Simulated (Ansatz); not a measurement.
## Structure relaxation of BeCdRe

Theory: DFT PBE, scalar-relativistic, plane waves, PAW (Ansatz 0.2.0). Cutoff 420 eV, Γ-centred k mesh, Gaussian smearing, no spin polarisation in the final step.

BeCdRe was placed on the matlockite structure type (P4/nmm, No. 129), with Be in place of Pb, Cd in place of Cl, Re in place of F, at a guessed volume.

```xyz
6
Lattice="3.6293 0.0000 0.0000 0.0000 3.6293 0.0000 0.0000 0.0000 6.3871" Properties=species:S:1:pos:R:3 pbc="T T T"
Be    1.8146    0.0000    1.3125
Be    0.0000    1.8146    5.0745
Cd    1.8146    0.0000    4.1420
Cd    0.0000    1.8146    2.2451
Re    0.0000    0.0000    0.0000
Re    1.8146    1.8146    0.0000
```

Cell and atoms relax at zero pressure; the relaxation can't lower the symmetry of the start. After a coarse first stage the cell is made exact in the group found at 0.06 Å.

Energies over the elements count from the elements' standard structures at the same level, with no empirical corrections.

Problem. What does it relax into?

Solution. It keeps P4/nmm (No. 129). The result still has the matlockite structure. Conventional cell: a = 3.697 Å, c = 6.763 Å. Around Be lie 4 Re at 2.46 Å and 5 Cd at 2.65–2.75 Å; Cd is coordinated by 5 Be at 2.65–2.75 Å, 4 Re at 3.10 Å and 4 Cd at 3.17 Å (next Cd at 3.70 Å); Re is coordinated by 4 Be at 2.46 Å, 4 Re at 2.61 Å and 4 Cd at 3.10 Å (next Re at 3.70 Å).

```cif
data_structure
_symmetry_space_group_name_H-M 'P4/nmm:1'
_symmetry_Int_Tables_number 129
_cell_length_a 3.6970
_cell_length_b 3.6970
_cell_length_c 6.7630
_cell_angle_alpha 90.000
_cell_angle_beta 90.000
_cell_angle_gamma 90.000
_cell_volume 92.43
loop_
_atom_site_label
_atom_site_type_symbol
_atom_site_symmetry_multiplicity
_atom_site_Wyckoff_symbol
_atom_site_fract_x
_atom_site_fract_y
_atom_site_fract_z
_atom_site_occupancy
Be1 Be 2 c 0.50000 0.00000 0.24082 1
Cd1 Cd 2 c 0.50000 0.00000 0.63226 1
Re1 Re 2 a 0.00000 0.00000 0.00000 1
```

Problem. What are its volume, energy, density and gap?

Solution. The volume per atom is 15.41 Å³, the density is 11.05 g/cm³ and the energy over the elements is 0.36 eV/atom. The gap on the 10×10×6 mesh is 0 eV (a metal).

The final run used a 10×10×6 mesh on its 6-atom cell and 0.10 eV smearing. For metals, differences of a few meV/atom aren't resolved. Spin–orbit coupling is left out. Symmetry constrained the relaxation, so the result can be a saddle point.

Cost: 3 runs of about 2.4 core-minutes in all, on Arm Neoverse V1 (shared hosts).